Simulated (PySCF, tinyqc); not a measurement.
A ladder of methods, and size consistency: correlation methods against full CI in the sto-3g basis, for BH, spin multiplicity 1. Computed by the program tinyqc with PySCF. All electrons correlated; +Q is the Davidson correction (1 - c0^2) E_corr. The last columns treat two copies 100 angstrom apart as one system. FCI is the lowest singlet.

Geometry (angstrom):

| atom | x | y | z |
|---|---|---|---|
| B | 0.0000 | 0.0000 | 0.0000 |
| H | 0.0000 | 0.0000 | 1.5120 |

RHF energy of one = -24.719470 hartree

Correlation energies (hartree):

| method | E_corr of one | share of FCI (%) | E_corr of two at 100 angstrom | two minus twice one (mhartree) |
|---|---|---|---|---|
| MP2 | -0.036638 | 52.6607 | -0.073275 | 0.0000 |
| CISD | -0.066617 | 95.7511 | -0.123426 | 9.8072 |
| CISD+Q | -0.072361 | 104.0071 | -0.140273 | 4.4487 |
| CCSD | -0.069414 | 99.7711 | -0.138827 | 0.0000 |
| CCSD(T) | -0.069469 | 99.8512 | -0.138939 | 0.0000 |
| FCI | -0.069573 | 100.0000 | - | - |

What does the comparison show, and why?

MP2 recovers 53 %, CISD 95.8 % and CCSD 99.8 % of the FCI value (c0^2 = 0.914 in CISD). MP2 and coupled cluster are size consistent, so their last column vanishes; CISD loses 9.81 mhartree, since a double excitation on each copy is a quadruple of the pair, and the Davidson correction leaves +4.45. The restricted reference is unstable here: a spin-polarised solution lies 0.0067 hartree lower (PySCF), so results built on it describe a poor reference.
